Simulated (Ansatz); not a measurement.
Take a crystal in which Rh has been replaced by Zr on all its sites, with the cell rescaled by a rough guess (in some cases also distorted within its space group) and nothing relaxed:

```xyz
5
Lattice="4.0782 0.0000 0.0000 0.0000 4.0782 0.0000 0.0000 0.0000 4.0782" Properties=species:S:1:pos:R:3 pbc="T T T"
Fe    0.0000    2.0391    2.0391
Fe    2.0391    2.0391    0.0000
Fe    2.0391    0.0000    2.0391
Zr    0.0000    0.0000    0.0000
N     2.0391    2.0391    2.0391
```

Theory: DFT PBEsol, scalar-relativistic, plane waves, PAW (Ansatz).

Plane waves to 420 eV, a k mesh through Γ of 10×10×10 on the computed 5-atom cell and Gaussian smearing (0.10 eV); collinear spin from starting moments 2.19 2.19 2.19 -0.62 0 μB.

What pressure does the cell carry?

The pressure is -24.8 GPa (positive in compression), so the cell would contract.

Is it a metal on this mesh?

Yes, a band crosses the Fermi level.

What is its energy against the elements in their standard states?

-0.079 eV/atom at this unrelaxed geometry, with the elements in the same functional.

What moments result?

Fe1 1.98, Fe2 1.98, Fe3 1.98, Zr4 -0.57, N5 0.04 μB.

Cost: 1 run of about 0.76 core-minutes, on AMD EPYC 7R43 (Zen 3) (shared hosts).